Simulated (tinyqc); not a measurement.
Ways to converge the cycle: SCF convergence aids in the sto-3g basis, for CH4, spin multiplicity 1. Computed by the program tinyqc with PySCF. 

Geometry (angstrom):

| atom | x | y | z |
|---|---|---|---|
| C | 0.0000 | 0.0000 | 0.0000 |
| H | 0.7120 | 0.7120 | 0.7120 |
| H | 0.7120 | -0.7120 | -0.7120 |
| H | -0.7120 | 0.7120 | -0.7120 |
| H | -0.7120 | -0.7120 | 0.7120 |

lowest restricted solution found by these runs and by PySCF = -39.665900 hartree

RHF with one setting changed at a time; a run stops when the energy changes by less than 1e-09 hartree and the error matrix is below 1e-5. The start is random orbitals. Damping d keeps d of the old density; a shift (hartree) raises the virtual levels; DIIS n extrapolates F over n matrices.

Largest element of the error matrix X^T (FDS - SDF) X:

| iteration | plain | damping 0.3 | damping 0.6 | shift 0.4 | DIIS 3 | DIIS 8 |
|---|---|---|---|---|---|---|
| 1 | 7.6e+00 | 7.6e+00 | 7.6e+00 | 7.6e+00 | 7.6e+00 | 7.6e+00 |
| 2 | 4.6e-01 | 2.1e+00 | 4.3e+00 | 5.2e-01 | 4.6e-01 | 4.6e-01 |
| 3 | 1.6e-01 | 6.7e-01 | 2.5e+00 | 1.8e-01 | 1.6e-01 | 1.6e-01 |
| 4 | 4.5e-02 | 2.2e-01 | 1.5e+00 | 9.3e-02 | 3.0e-02 | 3.0e-02 |
| 5 | 1.5e-02 | 7.0e-02 | 9.4e-01 | 4.9e-02 | 3.8e-03 | 3.3e-03 |
| 6 | 4.1e-03 | 2.3e-02 | 5.7e-01 | 2.6e-02 | 5.4e-04 | 4.7e-04 |
| 8 | 4.0e-04 | 6.4e-03 | 2.2e-01 | 7.1e-03 | 1.4e-05 | 5.3e-06 |
| 10 | 4.0e-05 | 1.9e-03 | 8.1e-02 | 2.0e-03 | - | - |
| 14 | - | 1.6e-04 | 1.2e-02 | 1.5e-04 | - | - |
| 20 | - | 4.0e-06 | 1.4e-03 | - | - | - |
| 30 | - | - | 6.4e-05 | - | - | - |
| 45 | - | - | 6.7e-07 | - | - | - |

How each run ends:

| run | iterations | E (hartree) | state |
|---|---|---|---|
| plain | 12 | -39.66590 | lowest found |
| damping 0.3 | 22 | -39.66590 | lowest found |
| damping 0.6 | 47 | -39.66590 | lowest found |
| shift 0.4 | 19 | -39.66590 | lowest found |
| DIIS 3 | 9 | -39.66590 | lowest found |
| DIIS 8 | 9 | -39.66590 | lowest found |

6 of 6 runs reach the lowest restricted solution found, in 9 to 47 iterations (fastest: DIIS 3, DIIS 8). Plain steps already contract here, so damping only slows them. DIIS 3 and DIIS 8 gain by cancelling the error over several earlier matrices, much as a quasi-Newton step does.
